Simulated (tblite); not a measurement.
Compound: thioacetamide, C₂H₅NS.
Geometry (GFN2-xTB, Å), atoms numbered from 1 in this order:
```
atom  x, y, z in Å
C1    -1.1083    0.0100    0.0473
C2     0.3043    0.4340   -0.1963
N3     1.2549   -0.4610    0.1196
S4     0.6979    1.9005   -0.8080
H5    -1.2660   -0.1761    1.1098
H6    -1.3288   -0.9089   -0.4958
H7    -1.7899    0.7890   -0.2795
H8     2.2210   -0.2172   -0.0226
H9     1.0284   -1.3642    0.5003
```

Calculated harmonic vibrations of the isolated species, GFN2-xTB (tblite), most abundant isotopes, no scaling. The method is semi-empirical: single wavenumbers can be off by several per cent or more. One conformer, not necessarily the lowest.

Harmonic wavenumbers (cm⁻¹): 54.6, 289.5, 344.5, 383.6, 450.5, 533.9, 771.9, 950.0, 998.0, 1009.9, 1274.9, 1358.7, 1384.9, 1454.3, 1463.8, 1488.9, 2996.8, 3006.3, 3071.0, 3449.8, 3520.3.

A = 9665, B = 5116, C = 3416 MHz; mass 75.014 u (most abundant isotopes); point group Cs, symmetry number 1.

Problem. What is the zero-point energy?

Solution. Half the sum of the wavenumbers: 15128 cm⁻¹ = 43.25 kcal/mol.

Problem. What is S at 273.15 K and 1 bar for an ideal gas of classical rigid rotors and harmonic oscillators?

Solution. Translation 38.45, rotation 24.80, vibration 9.36: S = 72.6 cal/(mol K).

Problem. And Cp and H(273.15 K) − H(0)?

Solution. Cp = 18.76 cal/(mol K), of which vibrations give 10.81 (their classical limit is 21 R = 41.7); H(273.15 K) − H(0) = 3.56 kcal/mol without the zero-point energy, 1.39 from vibrations.

Problem. What must be added to the electronic energy to get the Gibbs energy at 273.15 K and 1 bar?

Solution. ZPE + [H(273.15 K) − H(0)] − T·S = 43.25 + 3.56 − 19.83 = 26.98 kcal/mol.

Problem. Which modes carry the vibrational entropy at 273.15 K?

Solution. 54.6 cm⁻¹: 4.47; 289.5 cm⁻¹: 1.33; 344.5 cm⁻¹: 1.06; 383.6 cm⁻¹: 0.90; 450.5 cm⁻¹: 0.68; 533.9 cm⁻¹: 0.48 cal/(mol K); the other 15 give 0.45 together.

Problem. How do the functions run with temperature in this model?

Solution. 
| T (K) | S (cal/(mol K)) | Cp (cal/(mol K)) | H − H(0) (kcal/mol) | G − H(0) (kcal/mol) | ln q(vib) |
| --- | --- | --- | --- | --- | --- |
| 50 | 51.0 | 9.6 | 0.44 | -2.11 | 0.23 |
| 100 | 58.1 | 11.2 | 0.95 | -4.86 | 0.64 |
| 298.15 | 74.3 | 19.8 | 4.04 | -18.11 | 2.39 |
| 373.15 | 79.0 | 22.7 | 5.64 | -23.86 | 3.10 |
| 500 | 86.3 | 27.0 | 8.79 | -34.36 | 4.33 |
| 750 | 98.5 | 33.1 | 16.35 | -57.51 | 6.72 |
| 1000 | 108.6 | 37.2 | 25.17 | -83.43 | 8.96 |

q(vib) and H(0) count from the zero-point level.

Problem. Blend soft modes into free rotors: weight 1/[1 + (100 cm⁻¹/ν̃)⁴] for the oscillator and the rest for a rotor with moment μB/(μ + B), μ = h/(8π²ν), B = 10⁻⁴⁴ kg m². What vibrational entropy results?

Solution. 8.36 cal/(mol K) in place of 9.36, which changes −T·S at 273.15 K by +0.27 kcal/mol.

Hindered rotation and anharmonicity are outside this model. Other conformers, if any are populated, would add a mixing term that is left out.

Run on one thread, x86-64 server, shared host. This covers the Hessian and the dipole derivatives.
